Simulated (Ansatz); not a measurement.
Ansatz (a quantum-chemistry and plane-wave program) input (HF/aug-cc-pV(T+d)Z):
A basis named .json is the Basis Set Exchange file of that set.

Ansatz 0.2 input:
```yaml
crystal:
  periodic: [false, false, false]
  atoms:
    - {symbol: Al, position_ang: [0.08830293, 0.05630075, 0.00075444]}
    - {symbol: F, position_ang: [-1.33568991, -0.85161768, -0.01141179]}
    - {symbol: F, position_ang: [-0.12697174, 1.54065567, -0.66130369]}
    - {symbol: F, position_ang: [1.33511297, -0.77036129, 0.67162574]}
basis:
  gaussian:
    orbitals: aug-cc-pV_T+d_Z.json
hamiltonian:
  xc: hf
total_charge: 1
magnetization: {spin_polarized: true, initial_magnetization: 1}
```

Output:

```
Functional definition: HF
integrals: 0.10 GiB planned
1123 factors; their error is unknown
mean field: 0.78 GiB planned
mean field evaluation 1: about -14689.9659 eV, gradient 4.3e1 eV
mean field evaluation 2: about -14693.5816 eV, gradient 2.8e1 eV
mean field evaluation 4: about -14696.2039 eV, gradient 4.9e0 eV
mean field evaluation 8: about -14696.9018 eV, gradient 1.6e-1 eV
mean field evaluation 16: about -14690.2297 eV, gradient 4.2e1 eV
mean field evaluation 32: about -14696.9750 eV, gradient 2.5e-1 eV
mean field evaluation 64: about -14696.9744 eV, gradient 1.8e-1 eV
mean field -14697.16214586 eV, -540.1107467661 hartree, gradient 8.1e-6 eV, S^2 0.754366; 3 other end points of the search recorded, 0 dependent functions left out
reference -14697.16214586 eV, -540.1107467661 hartree; 20, 19 occupied and 173, 174 virtual orbitals, 1123 factors
Total energy: -14697.16214586 eV, -540.1107467661 hartree
```
